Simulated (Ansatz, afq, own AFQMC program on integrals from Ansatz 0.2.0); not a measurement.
# SiH3⁺, singlet in cc-pVDZ, levels against full CI

```xyz
4

Si    0.0000    0.0000    0.0000
H     2.9248    0.0283   -0.0002
H    -1.4869    2.5188   -0.0058
H    -1.4379   -2.5470    0.0060
```

Basis cc-pVDZ. Only valence electrons are correlated. AFQMC by an in-house program on the Cholesky factors that Ansatz 0.2.0 writes for its CCSD(T) run. ph-AFQMC/CISD is guided by a CISD state made of CCSD amplitudes; releasing the constraint for a short imaginary time cuts its bias at the price of noise, slowly where states lie close. Error bars are statistical, one sigma.

Determinant: UHF, the one that the program's search chose, which needn't be the lowest solution. The geometry is a point of a scan.

Full CI on the same integrals is exact in this basis and with this determinant's frozen core.

Cautions: strong correlation (T1 0.046, weight of the determinant 0.83, largest double 0.17); unrestricted determinant spin contaminated (⟨S²⟩ 1.90 against 0.00); CCSD(T) is in doubt: in a space of 6 electrons in 8 natural orbitals full CI lies 109 meV below it; the CCSDTQ amplitudes may be one of several solutions (largest double 0.67); the released energies are still falling, so no released level is given (meV from the phaseless value at times in 1/Eh: -8 ± 3 at 0.24, -13 ± 3 at 0.51, -27 ± 3 at 0.99, -43 ± 5 at 1.62, -52 ± 5 at 2.40); walk and cluster series may follow different spin states.

```
T1 diagnostic                               : 0.0462
weight of the determinant in the CISD state : 0.827
⟨S²⟩ of the determinant                     : 1.900
size of the correlated space                : 6 electrons in 28 orbitals
```

| level | correlation energy (eV) |
| --- | --- |
| MP2 | -1.0216 |
| CCSD | -1.6608 |
| CCSD(T) | -1.7285 |

(1) Estimate where full CI lies against CCSD(T) on the same integrals.

(1) 5.97 kcal/mol below CCSD(T).

Reference: full CI, correlation energy -1.987 eV. The cautions show a poor starting determinant, so the rows tell how each method copes with it here, and full CI is the sure value.

```csv
level,E − E(reference) (kcal/mol),share of correlation (%)
CCSD(T),5.97,86.97
CCSDT,2.15,95.30
CCSDT(Q),1.48,96.78
CCSDTQ,0.35,99.25
ph-AFQMC/CISD,2.91 ± 0.09,93.65
```

CCSDT and higher add their correlation energy to the determinant of the CCSD(T) run, since their own runs factorise the integrals more tightly (a shift of under 2 meV).
